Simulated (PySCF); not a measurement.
## Where CCSD(T) holds and where it slips

Each species is computed at the geometry given (Å), with frozen cores, in PySCF 2.14.0: RHF-CCSD(T) for singlets, UHF-CCSD(T) otherwise, and full CI in the same basis. The script picks the determinant by trial CCSD, so it needn't be the lowest Hartree–Fock solution. States: AlN singlet Σ⁺ or Δ, SiH3 doublet A', [H···H···SiH] doublet A''. Cases whose determinant has another symmetry than full CI's state, or whose (Q) step broke down, weren't drawn.

**Question.** Judging by size, spin and bonding and the diagnostics given, rank them by the size of CCSD(T)'s error in total energy against full CI in the same basis, smallest first (an estimate).
A. SiH3, doublet, 6-31G: Si 0.000 0.000 -0.058; H 1.870 0.019 0.540; H -0.953 1.612 0.532; H -0.920 -1.629 0.537. T1 0.031, (T) -62 meV in a correlation energy of -2.73 eV
B. [H···H···SiH], doublet, 6-31G: H -2.678 0.048 0.000; H -1.933 0.048 0.000; Si 0.146 0.048 0.000; H 0.542 -1.432 0.000. T1 0.009, (T) -14 meV in a correlation energy of -1.96 eV
C. AlN, singlet, 6-31G: Al 0.000 0.000 0.000; N 0.000 0.000 1.320. T1 0.119, (T) -471 meV in a correlation energy of -5.89 eV

**Answer.** B (6.6 meV), A (39.3 meV), C (90.9 meV).

```csv
species,basis,correlated electrons,CCSD(T) − full CI (meV),CCSDT(Q) − full CI (meV),unpaired electrons (full CI),T1,⟨S²⟩ of the determinant
"[H···H···SiH], doublet",6-31G,7,6.6,–,1.04,0.009,0.75
"SiH3, doublet",6-31G,7,39.3,–,1.15,0.031,0.78
"AlN, singlet",6-31G,8,-90.9,-36.3,0.74,0.119,0.00
```

Unpaired electrons are Σ n²(2−n)² over natural occupations; an open shell counts its own unpaired electrons too. Frozen cores follow each run's orbitals, which moves totals by a few meV. A dash: (Q) wasn't run for open shells.
